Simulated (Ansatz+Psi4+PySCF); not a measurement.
Results of a calculation; reference values are marked as such.
Input for PySCF 2.14.0:

```python
from pyscf import gto, scf, mp

# the (T+d) and (D+d) sets load through basis_set_exchange
mol = gto.M(atom="""
Al 1.478650 -0.005220 0.007210
Al -0.705230 1.259300 0.022280
Al -0.703960 -1.272410 0.013390
""", basis='cc-pv(t+d)z', charge=0, spin=1)
mf = scf.UHF(mol)
mf.kernel()
pt = mp.MP2(mf, frozen=15).run()
print(mf.e_tot, pt.e_corr, pt.e_tot)
```

The script is written out from the run's settings.

Output:

```yaml
Converged: yes
Reference_energy: -725.69373 hartree
Correlation_energy: -0.17496 hartree
Total_energy: -725.86869 hartree
Spin_squared_of_the_determinant: 1.308
```

Messages of the program:
```
WARN: HOMO -0.0662314297838122 >= LUMO -0.0662314297838122
WARN: HOMO -0.0662314297838122 >= LUMO -0.0662314297838122
```

The reference isn't the lowest determinant (another lies 0.17 eV lower), but the same method gives a higher total on the lower determinant. Caution: large amplitudes, a single reference is doubtful; the unrestricted determinant is spin contaminated.
